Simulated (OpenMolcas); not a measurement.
## CH3AlO: a line through the functionals

CH3AlO: 6 atoms, total charge 0, spin state singlet. As SMILES, `[CH3][Al]=[O]`. The coordinates come from a PBE0-D4/def2-TZVP relaxation.

The vertical ionisation energy (to the doublet cation) y, in eV, basis aug-cc-pVDZ; a is the functional's share of exact exchange. Programs: OpenMolcas 26.06.

| functional | program | a | y (eV) |
| --- | --- | --- | --- |
| r2SCAN | OpenMolcas | 0 | 9.56 |
| PBE | OpenMolcas | 0 | 9.81 |
| B3LYP | OpenMolcas | 0.2 | 9.59 |
| PBE0 | OpenMolcas | 0.25 | ? |
| BHLYP | OpenMolcas | 0.5 | 8.99 |

Q: Fit y = c + s·a to the known rows and predict PBE0.

A: 
1. Means of the 4 rows: a = 0.1750, y = 9.488.
2. Σ(Δa)² = 0.1675, Σ(Δa·Δy) = -0.22825, so the slope is -0.22825/0.1675 = -1.3627.
3. Intercept: 9.488 − (-1.3627) × 0.1750 = 9.726. The largest residual of the fit is 0.17.
4. PBE0: 9.726 + (-1.3627) × 0.25 = 9.39 eV.

The run gave 9.43 eV, so the prediction is off by -0.04 eV, within the largest residual. The rows mix families of semi-local functionals, which the line can't see.
